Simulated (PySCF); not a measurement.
Compound: C4H3OS (charge -1).
InChI=1S/C4H4OS/c5-4-2-1-3-6-4/h1-3,5H/p-1

The closed-shell ground state was solved at several levels (PySCF, density fitting, gas phase, non-relativistic). Geometry: PBE0-D3(BJ)/def2-SVP; no solvent, vibrations or thermal averaging. The geometry's basis has no diffuse functions, a weakness for an anion. Where the HOMO energy is positive, the finite basis confines the outermost electrons. No diffuse functions stand in pcSseg-1 and pcSseg-2, which bears on an anion's orbital energies.

| level | basis functions | HOMO (eV) | LUMO (eV) | gap (eV) |
| --- | --- | --- | --- | --- |
| B97-2/pcSseg-2 | 265 | 0.08 | 4.49 | 4.41 |
| PBE0/pcSseg-1 | 124 | 0.03 | 5.40 | 5.37 |

Q: What might CAM-B3LYP/def2-SVPD (154 basis functions) give for the same quantities?

A: HOMO -1.38 eV, LUMO 4.91 eV, gap 6.29 eV.

Q: Over all these levels, which gives the widest orbital gap and which the narrowest?

A: CAM-B3LYP/def2-SVPD (range-separated hybrid) has the widest, 6.29 eV, and B97-2/pcSseg-2 (global hybrid, 21 % exact exchange) the narrowest, 4.41 eV. Functional and basis both differ between the two, so the spread mixes both effects.
